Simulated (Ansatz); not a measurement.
Rhombohedral A7 Sb, treated with revPBE (Ansatz, a program for electronic structure, PAW).

Run with plane-wave cutoff 520 eV, 16×16×16 k mesh, Fermi–Dirac smearing 0.05 eV, scalar-relativistic PAW data made under PBE.

The volume scan:

```json
[
 {"V (Å³/atom)": "31.600", "E − E_lowest (meV/atom)": "4.33", "P (GPa)": "1.130"},
 {"V (Å³/atom)": "32.258", "E − E_lowest (meV/atom)": "1.01", "P (GPa)": "0.505"},
 {"V (Å³/atom)": "32.916", "E − E_lowest (meV/atom)": "0.00", "P (GPa)": "0.000"},
 {"V (Å³/atom)": "33.575", "E − E_lowest (meV/atom)": "0.86", "P (GPa)": "-0.416"},
 {"V (Å³/atom)": "34.233", "E − E_lowest (meV/atom)": "3.14", "P (GPa)": "-0.705"}
]
```

What bulk modulus B0 and pressure derivative B′ does a third-order Birch–Murnaghan fit give?

V0 = 32.917 Å³/atom, B0 = 22.4 GPa, B′ = 11.0 (fit to the energies at full precision).

Shape and atoms are relaxed at each volume.

Measured, for comparison: bulk modulus 39.5 GPa (copied from a table, unchecked, extrapolated to 0 K and zero-point effects removed; as tabulated in Lejaeghere et al. (2013), arXiv:1204.2733). Computed (rounded) less measured: bulk modulus not scored (unchecked).

Note: for a layered or molecular solid the relaxed cell lies over 5 % above the published volume, where the minimum can be shallow; the cell comes from a level without a dispersion term, which matters for the spacing of layers, chains or molecules; the bulk modulus comes from volumes at which shape and atoms were relaxed.

Spin–orbit coupling is not included.

The computed numbers hold no vibrational or temperature effects.
